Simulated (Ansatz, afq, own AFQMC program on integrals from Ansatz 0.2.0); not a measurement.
# N, quartet: AFQMC among the cluster methods

A free N atom.

Basis 6-31G. Only valence electrons are correlated. AFQMC by an in-house program on the Cholesky factors that Ansatz 0.2.0 writes for its CCSD(T) run. ph-AFQMC/CISD is guided by a CISD state made of CCSD amplitudes; releasing the constraint for a short imaginary time cuts its bias at the price of noise, slowly where states lie close. Free projection: walkers drawn from exp(T), propagated without any constraint. Its projection time is finite, and what remains of the start isn't in its error. Error bars are statistical, one sigma.

Determinant: UHF, the one that the program's search chose, which needn't be the lowest solution.

Full CI on the same integrals is exact in this basis and with this determinant's frozen core.

The T1 diagnostic is 0.0038 and the weight of the determinant in the CISD state is 0.986. The ⟨S²⟩ of the determinant is 3.755 and the size of the correlated space is 5 electrons in 8 orbitals.

```tsv
level	correlation energy (eV)
MP2	-0.7284
CCSD	-0.9213
CCSD(T)	-0.9256
```

Question: Estimate where free-projection AFQMC lies against CCSD(T) on the same integrals.

Answer: 1.3 ± 0.1 meV below CCSD(T).

Reference: full CI, correlation energy -0.927 eV. The released energy is read at 1.50 1/Eh (meV from the phaseless value at times in 1/Eh: -0.05 ± 0.20 at 0.24, -0.02 ± 0.14 at 0.50, 0.31 ± 0.16 at 1.00, 0.16 ± 0.13 at 1.50).

| level | E − E(reference) (meV) | share of correlation (%) |
| --- | --- | --- |
| CCSD(T) | 1.4 | 99.85 |
| CCSDT | 0.2 | 99.98 |
| CCSDT(Q) | 0.0 | 100.00 |
| CCSDTQ | 0.0 | 100.00 |
| ph-AFQMC/HF | -3.0 ± 10.0 | 100.32 |
| ph-AFQMC/CISD | 0.1 ± 0.2 | 99.99 |
| released AFQMC | 0.2 ± 0.1 | 99.98 |
| free AFQMC | 0.1 ± 0.1 | 99.99 |

CCSDT and higher add their correlation energy to the determinant of the CCSD(T) run, since their own runs factorise the integrals more tightly (a shift of under 2 meV). Free projections are given only where their last times agree within the noise and don't stop above the reference; a slow remainder of the start can still hide under it. A walk keeps the symmetry of its determinant, which the program's search chose and which needn't be the lowest solution, so a lower state of the same spin and another symmetry isn't excluded. Released energies are given only where the last usable release times agree within the noise; a slower fall can still hide under it.
